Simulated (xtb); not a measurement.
C3H6, SMILES CC=C. All values are semi-empirical tight-binding results from xtb (GFN2-xTB unless named), good for trends rather than for accurate numbers. Geometry: GFN2-xTB.

| Quantity | Result |
|---|---|
| point group as xtb finds it | Cs |
| orbital gap | 5.46 eV |
| dipole moment | 0.45 D |
| zero-point energy | 49.1 kcal/mol |
| G − E(el) at 298.15 K (modified RRHO) | 33.3 kcal/mol |
| static polarisability (D4 model) | 39.4 bohr³ |
| solvation energy, GFN2-xTB/ALPB(water) | -0.3 kcal/mol |
| solvation energy, GFN2-xTB/ALPB(hexane) | -1.9 kcal/mol |

Computed IR lines (harmonic; lines under 4 % of the strongest left out, lines within 3 cm⁻¹ merged):
ν (cm⁻¹): 580 (w), 893 (m), 977 (m), 1014 (m), 1170 (w), 1420 (w), 1478 (w), 1486 (w), 1726 (m), 2999 (s), 3013 (m), 3042 (w), 3058 (vs), 3098 (m), 3124 (vs) (against the strongest line: vs over 80 %, s over 45 %, m over 15 %, w over 4 %, vw less)
